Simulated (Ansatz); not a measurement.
# H₃MgSSi+: one structure at several levels

One table from this session's results is given with a row withheld; the runs are named, their logs left out.

Computed with Ansatz 0.2.0, Gaussian basis. Level: single points in def2-TZVPP.

Correlated methods freeze the cores. The outer core shell of Li, Na, Mg and K is correlated. B3LYP uses VWN-RPA correlation.

## Where the work starts

SMILES `[MgH][SiH]=[SH+]`, 6 atoms, charge 1, spin multiplicity 1.

Atoms are counted from 1 here; the program's logs count them from 0.

Bond lengths: Mg1–Si2 2.638 Å, Mg1–S3 2.772 Å, Mg1–H4 1.539 Å, Si2–S3 2.226 Å, Si2–H5 1.476 Å, S3–H6 1.341 Å. Angles: Si2–Mg1–S3 48.5°, Si2–Mg1–H4 172.6°, S3–Mg1–H4 124.1°, Mg1–Si2–S3 68.9°, Mg1–Si2–H5 166.4°, S3–Si2–H5 97.5°, Mg1–S3–Si2 62.6°, Mg1–S3–H6 168.5°, Si2–S3–H6 105.9°.

Coordinates:

```xyz
6
H3MgSSi
Mg   -1.7199   -0.1002   -0.7882
Si    0.7951    0.6946   -0.8390
S     0.3546   -0.4553    1.0152
H    -3.1461   -0.6385   -0.5791
H     2.2178    0.9712   -0.5609
H     1.5045   -0.4984    1.7032
```

Set-up of the first run:

run/in.yaml reads:

```yaml
crystal:
  periodic: [false, false, false]
  atoms:
    - {symbol: Mg, position_ang: [-1.719900, -0.100200, -0.788200]}
    - {symbol: Si, position_ang: [0.795100, 0.694600, -0.839000]}
    - {symbol: S, position_ang: [0.354600, -0.455300, 1.015200]}
    - {symbol: H, position_ang: [-3.146100, -0.638500, -0.579100]}
    - {symbol: H, position_ang: [2.217800, 0.971200, -0.560900]}
    - {symbol: H, position_ang: [1.504500, -0.498400, 1.703200]}
basis:
  gaussian: {orbitals: def2-TZVPP}
total_charge: 1
correlation: {method: ccsd_t}
output: {forces: true}
```

Started as:

```console
$ ansatz run in.yaml --threads 4 --pin off --events-out ev --progress --plain --max-ram 5222MiB
```

Steps of the session up to this table: CCSD(T)/def2-TZVPP; PBE0-D4/def2-TZVPP; wB97M-V/def2-TZVPP; r2SCAN-D4/def2-TZVPP; PBE-D4/def2-TZVPP; B3LYP-D4/def2-TZVPP; r2SCANh-D4/def2-TZVPP.

One of the session's tables, all rows but one given; the rest of the session is left out.

| method | RMS force component (eV/Å) | angle to CCSD(T) forces (°) |
| --- | --- | --- |
| CCSD(T) | 0.688 | reference |
| PBE0-D4 | ? | ? |
| wB97M-V | 0.717 | 4.8 |
| r2SCAN-D4 | 0.744 | 7.3 |
| PBE-D4 | 0.728 | 16.1 |
| B3LYP-D4 | 0.674 | 4.0 |
| r2SCANh-D4 | 0.755 | 4.8 |

**Question.** Estimate the row for PBE0-D4.

The run gave: RMS force component (eV/Å): 0.761; angle to CCSD(T) forces (°): 5.8. In the column «RMS force component (eV/Å)» it is the highest.
